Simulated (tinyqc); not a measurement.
MP2 on RHF in the sto-6g basis, frozen core, for H2O, spin multiplicity 1, step by step. Computed by tinyqc, a small Python program that keeps every step (integrals from PySCF). Settings: charge = 0, multiplicity = 1, basis = sto-6g, method = RHF, frozen orbitals = 1, energy threshold = 1e-10, iteration cap = 87, orthogonalisation = canonical, start = atomic densities, DIIS depth = 6. Command: `OMP_NUM_THREADS=1 python tinyqc.py 22765 22766 out.jsonl` (the two numbers bound the seeds that draw the settings). One thread of a shared host (Intel(R) Xeon(R) Processor @ 2.60GHz), about 0.2 s of CPU time with the checks. The early iterations of the SCF are left out here.

## One-electron integrals

Geometry (angstrom):
```
atom         x          y         z
O     0.000000   0.000000  0.000000
H     0.000000   0.766000  0.584000
H     0.000000  -0.766000  0.584000
```

Basis sto-6g: exponents (1/bohr^2) and contraction coefficients of normalised primitives:
```
element  l (shell)     exponent  coefficient
O            s (1)  1355.584234     0.009164
O            s (1)   248.544885     0.049361
O            s (1)    69.533902     0.168538
O            s (1)    23.886772     0.370563
O            s (1)     9.275933     0.416492
O            s (1)     3.820341     0.130334
O            s (2)    52.187762    -0.013253
O            s (2)    10.329320    -0.046992
O            s (2)     3.210345    -0.033785
O            s (2)     1.235135     0.250242
O            s (2)     0.536420     0.595117
O            s (2)     0.245881     0.240706
O            p (3)    52.187762     0.003760
O            p (3)    10.329320     0.037679
O            p (3)     3.210345     0.173897
O            p (3)     1.235135     0.418036
O            p (3)     0.536420     0.425860
O            p (3)     0.245881     0.101708
H            s (1)    35.523221     0.009164
H            s (1)     6.513144     0.049361
H            s (1)     1.822143     0.168538
H            s (1)     0.625955     0.370563
H            s (1)     0.243077     0.416492
H            s (1)     0.100112     0.130334
```

Overlap, kinetic and nuclear-attraction integrals over the contracted functions; the nuclear repulsion is the sum of Za Zb / Rab.

nuclear repulsion = 9.13546143 hartree

overlap S, order 1O 1s, 1O 2s, 1O 2px, 1O 2py, 1O 2pz, 2H 1s, 3H 1s:
$$\begin{pmatrix}
1.000000 & 0.231145 & 0.000000 & 0.000000 & 0.000000 & 0.054669 & 0.054669 \\
0.231145 & 1.000000 & 0.000000 & 0.000000 & 0.000000 & 0.472854 & 0.472854 \\
0.000000 & 0.000000 & 1.000000 & 0.000000 & 0.000000 & 0.000000 & 0.000000 \\
0.000000 & 0.000000 & 0.000000 & 1.000000 & 0.000000 & 0.310630 & -0.310630 \\
0.000000 & 0.000000 & 0.000000 & 0.000000 & 1.000000 & 0.236825 & 0.236825 \\
0.054669 & 0.472854 & 0.000000 & 0.310630 & 0.236825 & 1.000000 & 0.245262 \\
0.054669 & 0.472854 & 0.000000 & -0.310630 & 0.236825 & 0.245262 & 1.000000
\end{pmatrix}$$

kinetic energy T (hartree), order 1O 1s, 1O 2s, 1O 2px, 1O 2py, 1O 2pz, 2H 1s, 3H 1s:
$$\begin{pmatrix}
29.327197 & -0.896024 & 0.000000 & 0.000000 & 0.000000 & -0.002647 & -0.002647 \\
-0.896024 & 0.842618 & 0.000000 & 0.000000 & 0.000000 & 0.125068 & 0.125068 \\
0.000000 & 0.000000 & 2.531309 & 0.000000 & 0.000000 & 0.000000 & 0.000000 \\
0.000000 & 0.000000 & 0.000000 & 2.531309 & 0.000000 & 0.220518 & -0.220518 \\
0.000000 & 0.000000 & 0.000000 & 0.000000 & 2.531309 & 0.168123 & 0.168123 \\
-0.002647 & 0.125068 & 0.000000 & 0.220518 & 0.168123 & 0.768522 & 0.006269 \\
-0.002647 & 0.125068 & 0.000000 & -0.220518 & 0.168123 & 0.006269 & 0.768522
\end{pmatrix}$$

nuclear attraction V (hartree), order 1O 1s, 1O 2s, 1O 2px, 1O 2py, 1O 2pz, 2H 1s, 3H 1s:
$$\begin{pmatrix}
-62.357071 & -6.405253 & 0.000000 & 0.000000 & -0.019666 & -1.736211 & -1.736211 \\
-6.405253 & -10.084842 & 0.000000 & 0.000000 & -0.219306 & -3.822874 & -3.822874 \\
0.000000 & 0.000000 & -10.001922 & 0.000000 & 0.000000 & 0.000000 & 0.000000 \\
0.000000 & 0.000000 & 0.000000 & -10.158470 & 0.000000 & -2.242748 & 2.242748 \\
-0.019666 & -0.219306 & 0.000000 & 0.000000 & -10.092917 & -1.780524 & -1.780524 \\
-1.736211 & -3.822874 & 0.000000 & -2.242748 & -1.780524 & -5.822042 & -1.570965 \\
-1.736211 & -3.822874 & 0.000000 & 2.242748 & -1.780524 & -1.570965 & -5.822042
\end{pmatrix}$$

core Hamiltonian H = T + V (hartree), order 1O 1s, 1O 2s, 1O 2px, 1O 2py, 1O 2pz, 2H 1s, 3H 1s:
$$\begin{pmatrix}
-33.029874 & -7.301277 & 0.000000 & 0.000000 & -0.019666 & -1.738858 & -1.738858 \\
-7.301277 & -9.242224 & 0.000000 & 0.000000 & -0.219306 & -3.697807 & -3.697807 \\
0.000000 & 0.000000 & -7.470613 & 0.000000 & 0.000000 & 0.000000 & 0.000000 \\
0.000000 & 0.000000 & 0.000000 & -7.627161 & 0.000000 & -2.022230 & 2.022230 \\
-0.019666 & -0.219306 & 0.000000 & 0.000000 & -7.561608 & -1.612401 & -1.612401 \\
-1.738858 & -3.697807 & 0.000000 & -2.022230 & -1.612401 & -5.053520 & -1.564696 \\
-1.738858 & -3.697807 & 0.000000 & 2.022230 & -1.612401 & -1.564696 & -5.053520
\end{pmatrix}$$

## Two-electron integrals

Functions are numbered as in S; the eight-fold symmetry (ij|kl) = (ji|kl) = (kl|ij) leaves the list below.

Two-electron integrals (ij|kl) in chemists' order, unique and non-zero (hartree):
```
(11|11) 4.787491    (21|11) 0.675884    (21|21) 0.121505    (22|11) 1.117379
(22|21) 0.249212    (22|22) 0.817383    (31|31) 0.025762    (32|31) 0.039145
(32|32) 0.180664    (33|11) 1.117381    (33|21) 0.249212    (33|22) 0.817382
(33|33) 0.880663    (41|41) 0.025762    (42|41) 0.039145    (42|42) 0.180664
(43|43) 0.047461    (44|11) 1.117381    (44|21) 0.249212    (44|22) 0.817382
(44|33) 0.785741    (44|44) 0.880663    (51|51) 0.025762    (52|51) 0.039145
(52|52) 0.180664    (53|53) 0.047461    (54|54) 0.047461    (55|11) 1.117381
(55|21) 0.249212    (55|22) 0.817382    (55|33) 0.785741    (55|44) 0.785741
(55|55) 0.880663    (61|11) 0.170669    (61|21) 0.029396    (61|22) 0.058934
(61|33) 0.058806    (61|41) 0.001140    (61|42) 0.002223    (61|44) 0.059049
(61|51) 0.000869    (61|52) 0.001694    (61|54) 0.000185    (61|55) 0.058948
(61|61) 0.007249    (62|11) 0.399466    (62|21) 0.090265    (62|22) 0.325888
(62|33) 0.320592    (62|41) 0.005719    (62|42) 0.041486    (62|44) 0.330640
(62|51) 0.004360    (62|52) 0.031629    (62|54) 0.007661    (62|55) 0.326432
(62|61) 0.021932    (62|62) 0.158992    (63|31) 0.010226    (63|32) 0.056894
(63|43) 0.008637    (63|53) 0.006585    (63|63) 0.022997    (64|11) 0.223492
(64|21) 0.051236    (64|22) 0.197316    (64|33) 0.188326    (64|41) 0.013109
(64|42) 0.080873    (64|44) 0.211731    (64|51) 0.002198    (64|52) 0.018281
(64|54) 0.011259    (64|55) 0.191890    (64|61) 0.013045    (64|62) 0.117078
(64|64) 0.108379    (65|11) 0.170391    (65|21) 0.039063    (65|22) 0.150434
(65|33) 0.143580    (65|41) 0.002198    (65|42) 0.018281    (65|44) 0.148255
(65|51) 0.011902    (65|52) 0.070832    (65|54) 0.012200    (65|55) 0.159467
(65|61) 0.009946    (65|62) 0.089261    (65|64) 0.065096    (65|65) 0.072626
(66|11) 0.529056    (66|21) 0.121759    (66|22) 0.501000    (66|33) 0.480775
(66|41) 0.010400    (66|42) 0.101692    (66|44) 0.519145    (66|51) 0.007929
(66|52) 0.077530    (66|54) 0.029254    (66|55) 0.503078    (66|61) 0.029926
(66|62) 0.303707    (66|64) 0.255664    (66|65) 0.194919    (66|66) 0.774999
(71|11) 0.170669    (71|21) 0.029396    (71|22) 0.058934    (71|33) 0.058806
(71|41) -0.001140   (71|42) -0.002223   (71|44) 0.059049    (71|51) 0.000869
(71|52) 0.001694    (71|54) -0.000185   (71|55) 0.058948    (71|61) 0.007140
(71|62) 0.021193    (71|64) 0.011433    (71|65) 0.009606    (71|66) 0.028494
(71|71) 0.007249    (72|11) 0.399466    (72|21) 0.090265    (72|22) 0.325888
(72|33) 0.320592    (72|41) -0.005719   (72|42) -0.041486   (72|44) 0.330640
(72|51) 0.004360    (72|52) 0.031629    (72|54) -0.007661   (72|55) 0.326432
(72|61) 0.021193    (72|62) 0.129788    (72|64) 0.065608    (72|65) 0.070813
(72|66) 0.204549    (72|71) 0.021932    (72|72) 0.158992    (73|31) 0.010226
(73|32) 0.056894    (73|43) -0.008637   (73|53) 0.006585    (73|63) 0.018207
(73|73) 0.022997    (74|11) -0.223492   (74|21) -0.051236   (74|22) -0.197316
(74|33) -0.188326   (74|41) 0.013109    (74|42) 0.080873    (74|44) -0.211731
(74|51) -0.002198   (74|52) -0.018281   (74|54) 0.011259    (74|55) -0.191890
(74|61) -0.011433   (74|62) -0.065608   (74|64) -0.015373   (74|65) -0.034962
(74|66) -0.090803   (74|71) -0.013045   (74|72) -0.117078   (74|74) 0.108379
(75|11) 0.170391    (75|21) 0.039063    (75|22) 0.150434    (75|33) 0.143580
(75|41) -0.002198   (75|42) -0.018281   (75|44) 0.148255    (75|51) 0.011902
(75|52) 0.070832    (75|54) -0.012200   (75|55) 0.159467    (75|61) 0.009606
(75|62) 0.070813    (75|64) 0.034962    (75|65) 0.056248    (75|66) 0.122483
(75|71) 0.009946    (75|72) 0.089261    (75|74) -0.065096   (75|75) 0.072626
(76|11) 0.156385    (76|21) 0.035669    (76|22) 0.138747    (76|33) 0.135662
(76|44) 0.138387    (76|51) 0.002764    (76|52) 0.023414    (76|55) 0.142192
(76|61) 0.008572    (76|62) 0.066729    (76|64) 0.042292    (76|65) 0.042127
(76|66) 0.130124    (76|71) 0.008572    (76|72) 0.066729    (76|74) -0.042292
(76|75) 0.042127    (76|76) 0.033857    (77|11) 0.529056    (77|21) 0.121759
(77|22) 0.501000    (77|33) 0.480775    (77|41) -0.010400   (77|42) -0.101692
(77|44) 0.519145    (77|51) 0.007929    (77|52) 0.077530    (77|54) -0.029254
(77|55) 0.503078    (77|61) 0.028494    (77|62) 0.204549    (77|64) 0.090803
(77|65) 0.122483    (77|66) 0.339281    (77|71) 0.029926    (77|72) 0.303707
(77|74) -0.255664   (77|75) 0.194919    (77|76) 0.130124    (77|77) 0.774999
```

## Orthogonalisation

S = U s U^T; canonical form X = U s^(-1/2), so that X^T S X = 1. Each column of U has its largest component positive (the first on a tie).

eigenvalues of S: [0.345919, 0.421276, 0.888509, 1.000000, 1.089168, 1.333462, 1.921667]

X, order 1O 1s, 1O 2s, 1O 2px, 1O 2py, 1O 2pz, 2H 1s, 3H 1s:
$$\begin{pmatrix}
-0.293193 & 0.000000 & 0.761318 & 0.000000 & -0.614822 & 0.000000 & 0.150570 \\
1.182700 & 0.000000 & -0.295685 & 0.000000 & -0.295099 & 0.000000 & 0.422855 \\
0.000000 & 0.000000 & 0.000000 & 1.000000 & 0.000000 & 0.000000 & 0.000000 \\
0.000000 & 0.931533 & 0.000000 & 0.000000 & 0.000000 & 0.689769 & 0.000000 \\
0.540453 & 0.000000 & 0.642426 & 0.000000 & 0.650427 & 0.000000 & 0.192871 \\
-0.746332 & -0.867752 & -0.151219 & 0.000000 & 0.122447 & 0.370234 & 0.375303 \\
-0.746332 & 0.867752 & -0.151219 & 0.000000 & 0.122447 & -0.370234 & 0.375303
\end{pmatrix}$$

## Iteration 7 (converged): orbitals

converged F (hartree), order 1O 1s, 1O 2s, 1O 2px, 1O 2py, 1O 2pz, 2H 1s, 3H 1s:
$$\begin{pmatrix}
-20.500496 & -4.963836 & 0.000000 & 0.000000 & -0.028837 & -1.182165 & -1.182165 \\
-4.963836 & -2.340710 & 0.000000 & 0.000000 & -0.123784 & -1.001946 & -1.001946 \\
0.000000 & 0.000000 & -0.396378 & 0.000000 & 0.000000 & 0.000000 & 0.000000 \\
0.000000 & 0.000000 & 0.000000 & -0.323698 & 0.000000 & -0.395798 & 0.395798 \\
-0.028837 & -0.123784 & 0.000000 & 0.000000 & -0.354292 & -0.362688 & -0.362688 \\
-1.182165 & -1.001946 & 0.000000 & -0.395798 & -0.362688 & -0.570675 & -0.383134 \\
-1.182165 & -1.001946 & 0.000000 & 0.395798 & -0.362688 & -0.383134 & -0.570675
\end{pmatrix}$$

Diagonalise F' = X^T F X, C = X C', fill 5 alpha and 5 beta electrons from the bottom; D = 2 C_occ C_occ^T. Each column has its largest component positive (the first on a tie).

F' = X^T F X (hartree):
$$\begin{pmatrix}
0.179022 & 0.000000 & 1.637539 & 0.000000 & -1.136588 & 0.000000 & 0.132086 \\
0.000000 & 0.716433 & 0.000000 & 0.000000 & 0.000000 & 0.113313 & 0.000000 \\
1.637539 & 0.000000 & -9.516922 & 0.000000 & 9.093193 & 0.000000 & -3.828513 \\
0.000000 & 0.000000 & 0.000000 & -0.396378 & 0.000000 & 0.000000 & 0.000000 \\
-1.136588 & 0.000000 & 9.093193 & 0.000000 & -9.477009 & 0.000000 & 3.968386 \\
0.000000 & 0.113313 & 0.000000 & 0.000000 & 0.000000 & -0.609732 & 0.000000 \\
0.132086 & 0.000000 & -3.828513 & 0.000000 & 3.968386 & 0.000000 & -2.827393
\end{pmatrix}$$

orbital energies (hartree): MO1 -20.503713, MO2 -1.272051, MO3 -0.619344, MO4 -0.456511, MO5 -0.396378, MO6 0.589973, MO7 0.726045

coefficients C, order 1O 1s, 1O 2s, 1O 2px, 1O 2py, 1O 2pz, 2H 1s, 3H 1s:
$$\begin{pmatrix}
0.996649 & -0.222040 & 0.000000 & 0.094808 & 0.000000 & -0.121024 & 0.000000 \\
0.015907 & 0.840036 & 0.000000 & -0.529008 & 0.000000 & 0.875406 & 0.000000 \\
0.000000 & 0.000000 & 0.000000 & 0.000000 & 1.000000 & 0.000000 & 0.000000 \\
0.000000 & 0.000000 & 0.608562 & 0.000000 & 0.000000 & 0.000000 & 0.986502 \\
0.003185 & 0.126961 & 0.000000 & 0.779194 & 0.000000 & 0.736059 & 0.000000 \\
-0.003725 & 0.154145 & 0.442256 & 0.279676 & 0.000000 & -0.796072 & -0.833353 \\
-0.003725 & 0.154145 & -0.442256 & 0.279676 & 0.000000 & -0.796072 & 0.833353
\end{pmatrix}$$

D after iteration 7, order 1O 1s, 1O 2s, 1O 2px, 1O 2py, 1O 2pz, 2H 1s, 3H 1s:
$$\begin{pmatrix}
2.103197 & -0.441644 & 0.000000 & 0.000000 & 0.097716 & -0.022847 & -0.022847 \\
-0.441644 & 1.971524 & 0.000000 & 0.000000 & -0.610994 & -0.037045 & -0.037045 \\
0.000000 & 0.000000 & 2.000000 & 0.000000 & 0.000000 & 0.000000 & 0.000000 \\
0.000000 & 0.000000 & 0.000000 & 0.740696 & 0.000000 & 0.538281 & -0.538281 \\
0.097716 & -0.610994 & 0.000000 & 0.000000 & 1.246545 & 0.474961 & 0.474961 \\
-0.022847 & -0.037045 & 0.000000 & 0.538281 & 0.474961 & 0.595167 & -0.187195 \\
-0.022847 & -0.037045 & 0.000000 & -0.538281 & 0.474961 & -0.187195 & 0.595167
\end{pmatrix}$$

## Convergence

Stop when the energy changes by less than 1e-10 hartree and every element of the error matrix X^T (F D S - S D F) X is below 3e-06.

Course of the cycle:
```
iteration   E (hartree)     change  largest element of the error matrix
1          -76.20325123          -                             1.38e+00
2          -75.64434716   5.59e-01                             2.63e-01
3          -75.67859223  -3.42e-02                             3.11e-02
4          -75.67901499  -4.23e-04                             6.05e-03
5          -75.67904000  -2.50e-05                             2.26e-05
6          -75.67904000  -2.50e-10                             3.70e-06
7          -75.67904000  -3.03e-11                             2.93e-07
```

PySCF RHF in the same basis = -75.67904000 hartree

Converged in 7 iterations.

## Integrals over molecular orbitals

(pq|rs) = sum C_ip C_jq C_kr C_ls (ij|kl), one index at a time.

one-electron integrals over orbitals h = C^T H C (hartree):
$$\begin{pmatrix}
-33.016327 & 0.567710 & 0.000000 & -0.236493 & 0.000000 & 0.317071 & 0.000000 \\
0.567710 & -7.712112 & 0.000000 & 0.447856 & 0.000000 & -1.403537 & 0.000000 \\
0.000000 & 0.000000 & -6.366522 & 0.000000 & 0.000000 & 0.000000 & -1.720710 \\
-0.236493 & 0.447856 & 0.000000 & -7.000928 & 0.000000 & -1.076455 & 0.000000 \\
0.000000 & 0.000000 & 0.000000 & 0.000000 & -7.470613 & 0.000000 & 0.000000 \\
0.317071 & -1.403537 & 0.000000 & -1.076455 & 0.000000 & -5.366688 & 0.000000 \\
0.000000 & 0.000000 & -1.720710 & 0.000000 & 0.000000 & 0.000000 & -5.618529
\end{pmatrix}$$

Two-electron integrals over orbitals (pq|rs), unique and non-zero (hartree); the lowest 1 orbital is frozen and left out:
```
(22|22) 0.730141    (32|32) 0.143606    (33|22) 0.644987    (33|33) 0.632561
(42|22) 0.001849    (42|33) 0.006268    (42|42) 0.125335    (43|32) 0.020399
(43|43) 0.047699    (44|22) 0.678659    (44|33) 0.599127    (44|42) -0.104323
(44|44) 0.781551    (52|52) 0.145462    (53|53) 0.028749    (54|52) -0.046331
(54|54) 0.055280    (55|22) 0.750115    (55|33) 0.628744    (55|42) -0.069297
(55|44) 0.728947    (55|55) 0.880663    (62|22) 0.144424    (62|33) 0.076157
(62|42) 0.021408    (62|44) 0.089200    (62|55) 0.159367    (62|62) 0.102542
(63|32) -0.040579   (63|43) -0.029276   (63|63) 0.071999    (64|22) 0.096808
(64|33) 0.042893    (64|42) -0.031229   (64|44) 0.120846    (64|55) 0.116583
(64|62) 0.061516    (64|64) 0.069184    (65|52) 0.058941    (65|54) -0.001249
(65|65) 0.038385    (66|22) 0.614536    (66|33) 0.571815    (66|42) 0.058406
(66|44) 0.550665    (66|55) 0.589432    (66|62) 0.097808    (66|64) 0.044376
(66|66) 0.599374    (72|32) 0.041765    (72|43) -0.033575   (72|63) 0.034979
(72|72) 0.062245    (73|22) 0.141395    (73|33) 0.091036    (73|42) -0.076045
(73|44) 0.159966    (73|55) 0.190642    (73|62) 0.077209    (73|64) 0.078843
(73|66) 0.038404    (73|73) 0.152695    (74|32) -0.076445   (74|43) 0.001569
(74|63) 0.045197    (74|72) -0.016778   (74|74) 0.068516    (75|53) 0.023739
(75|75) 0.024440    (76|32) 0.098550    (76|43) 0.048533    (76|63) -0.065853
(76|72) -0.008984   (76|74) -0.058481   (76|76) 0.117016    (77|22) 0.624605
(77|33) 0.610200    (77|42) -0.014351   (77|44) 0.607897    (77|55) 0.624721
(77|62) 0.070012    (77|64) 0.040862    (77|66) 0.567391    (77|73) 0.093521
(77|77) 0.619287
```

## Second-order Moller-Plesset energy

Hartree-Fock energy = -75.67904000 hartree

E2 = sum_ijab (ia|jb) [2 (ia|jb) - (ib|ja)] / (e_i + e_j - e_a - e_b) over occupied i, j and virtual a, b; the opposite-spin part is (ia|jb)^2 / denominator, the rest is same-spin, and SCS-MP2 scales them by 6/5 and 1/3.

Terms:
```
i  j  a  b    (ia|jb)    (ib|ja)  denominator       term
3  3  7  7   0.152695   0.152695    -2.690778  -0.008665
3  4  7  6   0.078843   0.045197    -2.391873  -0.003708
4  3  6  7   0.078843   0.045197    -2.391873  -0.003708
2  3  6  7   0.077209   0.034979    -3.207414  -0.002875
3  2  7  6   0.077209   0.034979    -3.207414  -0.002875
2  2  6  6   0.102542   0.102542    -3.724049  -0.002824
4  4  6  6   0.069184   0.069184    -2.092968  -0.002287
3  3  6  6   0.071999   0.071999    -2.418635  -0.002143
4  4  7  7   0.068516   0.068516    -2.365112  -0.001985
2  4  6  6   0.061516   0.061516    -2.908508  -0.001301
4  2  6  6   0.061516   0.061516    -2.908508  -0.001301
2  2  7  7   0.062245   0.062245    -3.996192  -0.000970
5  5  6  6   0.038385   0.038385    -1.972702  -0.000747
5  5  7  7   0.024440   0.024440    -2.244846  -0.000266
4  3  7  6   0.045197   0.078843    -2.391873  -0.000218
3  4  6  7   0.045197   0.078843    -2.391873  -0.000218
2  4  7  7  -0.016778  -0.016778    -3.180652  -0.000089
4  2  7  7  -0.016778  -0.016778    -3.180652  -0.000089
2  3  7  6   0.034979   0.077209    -3.207414   0.000079
3  2  6  7   0.034979   0.077209    -3.207414   0.000079
```

Pair energies (hartree; pair i-j sums ij and ji):
```
pair  opposite spin  same spin
2-2       -0.003793   0.000000
3-2       -0.004480  -0.001112
3-3       -0.010808   0.000000
4-2       -0.002779   0.000000
4-3       -0.006906  -0.000947
4-4       -0.004272   0.000000
5-5       -0.001013   0.000000
```

MP2 correlation energy = -0.03610995 hartree

SCS-MP2 correlation energy = -0.04154780 hartree

MP2 total energy = -75.71514995 hartree
